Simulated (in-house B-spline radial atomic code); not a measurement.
**Functionals against successive ionisation energies: O to O⁵⁺**

Ionisation energies as differences of self-consistent total energies from an all-electron radial atomic-structure program (B-spline basis): all electrons, radial basis limit, scalar-relativistic (one-electron X2C), spin-polarised at highest spin, spherical densities; exact exchange is averaged over the determinants of each configuration. No spin-orbit coupling, Breit or QED terms. NIST's values run from ground level to ground level, so in open shells the differences also hold multiplet and fine-structure energies that spherical high-spin averages miss. Columns give computed minus NIST, in eV; a star marks a semi-empirical value. Species are left out where the tabulated value is theory, is uncertain by more than 0.12 eV, or (13 ions, such as In⁴⁺, Te⁴⁺ and Bi⁴⁺) lies off its series for all methods alike, which flatters the means a little.

```csv
species,shell,NIST (eV),RPBE,BP86,TPSS,TPSSh,CAM-B3LYP
O,2p,13.62,-0.05,+0.19,-0.29,-0.31,+0.29
O⁺,2p,35.12,+0.34,+0.40,+0.61,+0.58,+0.37
O²⁺,2p,54.94*,+0.50,+0.59,+0.68,+0.66,+0.68
O³⁺,2p,77.41,+0.10,+0.25,+0.03,+0.09,+0.57
O⁴⁺,2s,113.90,-1.06,-1.16,-1.20,-1.23,-1.21
O⁵⁺,2s,138.12*,+0.76,+0.24,+0.45,+0.42,+0.81
```

How do the methods rank, and which species is hardest?

Mean absolute (signed) differences: RPBE 0.47 (+0.10) eV; BP86 0.47 (+0.08) eV; TPSS 0.54 (+0.05) eV; TPSSh 0.55 (+0.04) eV; CAM-B3LYP 0.65 (+0.25) eV. For O⁴⁺, which loses a 2s electron, the nearest method is off by -1.06 eV, the largest such miss. The first two are tied within the accuracy of the references.
